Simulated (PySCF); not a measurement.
From MP2 to CCSD(T): MP along the third period

MP2 and CCSD(T) in PySCF with x2c-SVPall on every atom, spin-free X2C, for the lowest determinant that a PBE0 search found; no spin–orbit coupling.

| molecule | state (unpaired electrons) | MP2 Re (Å) | MP2 ωe (cm⁻¹) | MP2 De (eV) | CCSD(T) Re (Å) | CCSD(T) ωe (cm⁻¹) | CCSD(T) De (eV) |
| --- | --- | --- | --- | --- | --- | --- | --- |
| NaP | triplet (π ↑↑) | 2.695 | 274 | 0.63 | 2.733 | 248 | 0.75 |
| MgP | quartet (σ ↑, π ↑↑) | 2.565 | 301 | 0.33 | 2.616 | 253 | 0.26 |
| SiP | doublet (π ↑) | 2.084 | 635 | 2.88 | ? | ? | ? |
| PS | doublet (π ↑) | 1.915 | 763 | 3.60 | 1.927 | 727 | 3.52 |

(1) Estimate the CCSD(T) values of SiP by adding the mean shift from MP2 to CCSD(T) of the other rows, and compare with the calculation.

(2) What are the mean differences of MP2 from CCSD(T) over the whole series?

In a basis of this size CCSD(T) is itself not converged; it tends to give bonds that are too long and too weak.

Correlated steps freeze the inner cores (6 to 10 orbitals); shallow outer-core shells are correlated. UHF and ROHF references stand side by side, which adds small steps between rows. Weak bonds: MgP. Basis-set superposition, not corrected here, can be much of De in a small basis, most of all at correlated wavefunction levels. States were picked by a PBE0 search and need not be the measured ground states.

Answers

(1) The mean shifts are +3.4 pm, -37 cm⁻¹ and -0.01 eV, which give 2.118 Å, 598 cm⁻¹ and 2.87 eV. CCSD(T)/x2c-SVPall gives Re = 2.098 Å, ωe = 608 cm⁻¹, De = 2.93 eV.

(2) Re -2.9 pm, ωe +34 cm⁻¹, De -0.01 eV.
